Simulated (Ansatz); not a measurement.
## NS⁺, quintet in cc-pVTZ: errors against UCCSDT(Q)

Geometry: that of the NS⁺, triplet, kept fixed.

```xyz
2

N     0.0000    0.0000    0.0000
S     0.0000    0.0000    1.5946
```

Basis cc-pVTZ; Ansatz 0.2.0. Correlated methods freeze the noble-gas cores, which leaves 10 electrons in 58 orbitals. R marks a restricted (for open shells ROHF) determinant, U an unrestricted one. Active spaces: valence = (10e, 8o) chosen from the atoms' valence shells.

Full CI isn't at hand for all of this; UCCSDT(Q) serves as the reference, and is uncertain by about the last step of the cluster series. The frozen core follows each run's orbitals, which can shift R against U totals by a few meV.

For open shells CISD is restricted-active-space CI with the open shells as a complete middle space.

```
UHF ⟨S²⟩                          : 6.043
T1 diagnostic (RCCSD)             : 0.0208
largest doubles amplitude (RCCSD) : 0.046
T1 diagnostic (UCCSD)             : 0.0164
```

```tsv
level	E − E(UCCSDT(Q)) (meV)	share of correlation (%)	wall time
RHF	7651	0.00	–
UHF	7232	5.47	–
RMP2	1216	84.11	–
UMP2	1293	83.10	–
CISD	662	91.34	31 s
RCCSD	303	96.04	–
UCCSD	291	96.19	–
RCCSD(T)	51	99.33	31 s
UCCSD(T)	49	99.36	32 s
BCCD(T)	52	99.32	16 s
RCCSDT	14	99.82	–
UCCSDT	10	99.87	–
RCCSDT(Q)	4	99.94	3.6 min
CASSCF (valence space)	6884	10.03	–
NEVPT2 (valence space)	1284	83.21	9.5 s
MRCISD (valence space)	599	92.17	–
MRCISD+Q (valence space)	81	98.94	16 s
```

The correlation energy at UCCSDT(Q), counted from RHF, is -7.651 eV. That run took 3.2 min on 1 thread of AMD EPYC, shared host.

Times hold each run's SCF and search for its determinant on a shared host, so for small cases they say little of a method's own cost; they ran on 1 thread of AMD EPYC.

Natural occupations of CASSCF (valence space) about the gap: 1.998 1.991 1.970 1.003 1.003 0.998 0.998 0.040; effectively unpaired electrons, Σ n²(2−n)², 4.01.
